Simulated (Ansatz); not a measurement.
Cost and result for the atomization energy of C₄H₇NO, SMILES `CC1C=NCO1` (13 atoms, 13 bonds).

```xyz
13

C    -0.6513   -1.5256    0.4810
C     0.2142   -0.5469   -0.2876
C    -0.5492    0.5498   -0.9713
N    -0.2030    1.7138   -0.6261
C     0.8617    1.5691    0.3319
O     1.0604    0.1847    0.5783
H    -1.2874   -0.9970    1.1938
H    -1.2855   -2.0963   -0.2023
H    -0.0229   -2.2277    1.0308
H     0.8203   -1.0996   -1.0239
H    -1.3362    0.3743   -1.7010
H     1.7777    2.0220   -0.0696
H     0.6012    2.0791    1.2661
```

Total charge 0; spin multiplicity 1. All single points use the PBE0-D4/def2-TZVP geometry. Program: Ansatz. All runs use 4 threads of a server CPU on a shared host. Times are those of one run each, without the atoms' runs, and a repeat can differ threefold. Electronic energies, without spin–orbit coupling; frozen cores. CCSD(T)/CBS adds CCSD(T) − MP2 in def2-TZVPP to the MP2 limit, and its time is that of the two runs behind it. T1 = 0.012. HSE06 is the plane-wave form, built on full-range PBE exchange.

CCSD(T)/CBS is a level of theory with its own doubt, some kJ/mol a heavy atom from the limit and from the frozen cores, so smaller differences don't rank the functionals.

| level | functions | wall time | atomization (kcal/mol) | difference from CCSD(T)/CBS | per bond |
| --- | --- | --- | --- | --- | --- |
| PBE0-D4/def2-TZVPP | 284 | 2.6 s | 1307.6 | 15.2 | 1.2 |
| BHLYP-D4/def2-TZVPP | 284 | 2.7 s | 1249.4 | -43.0 | -3.3 |
| PBE-D4/def2-TZVPP (with forces) | 284 | 2.8 s | 1338.2 | 45.8 | 3.5 |
| HSE06-D4/def2-TZVPP | 284 | 3 s | 1308.8 | 16.4 | 1.3 |
| CAM-B3LYP-D4/def2-TZVPP | 284 | 3.4 s | 1302.3 | 9.9 | 0.8 |
| r2SCANh-D4/def2-TZVPP | 284 | 4.1 s | 1287.8 | -4.6 | -0.4 |
| B97M-V/def2-TZVPP | 284 | 6.5 s | 1294.8 | 2.4 | 0.2 |
| B2PLYP/def2-TZVPP | 284 | 7 s | 1282.4 | -10.0 | -0.8 |
| CCSD(T)/def2-SVP | 119 | 7 s | 1234.3 | -58.1 | -4.5 |
| ωB97M-V/def2-TZVPP (with forces) | 284 | 9.5 s | 1299.7 | 7.3 | 0.6 |
| MP2/def2-QZVPP | 552 | 26 s | 1305.4 | 13.0 | 1.0 |
| CCSD(T)/def2-TZVPP | 284 | 3 min | 1259.1 | -33.3 | -2.6 |
| CCSD(T)/CBS(def2) | – | 3.4 min | 1292.4 | 0.0 | 0.0 |

Leaving LDA and LC-ωPBE aside and taking each functional with its dispersion term where it has one, the values spread over 88.8 kcal/mol, from BHLYP-D4 to PBE-D4. LDA lies +174.8 kcal/mol from PBE without D4, its usual overbinding. From BLYP to BHLYP (50 % exact exchange), in def2-TZVPP and without D4, the atomization energy moves by −42.3 kcal/mol: exact exchange takes away binding that semilocal exchange gives to molecules. At CCSD(T), def2-SVP lies −58.2 kcal/mol from the extrapolated value and def2-TZVPP −33.4 kcal/mol: correlation converges slowly with the basis, and small sets miss more of it in the bonded molecule than in its fragments.
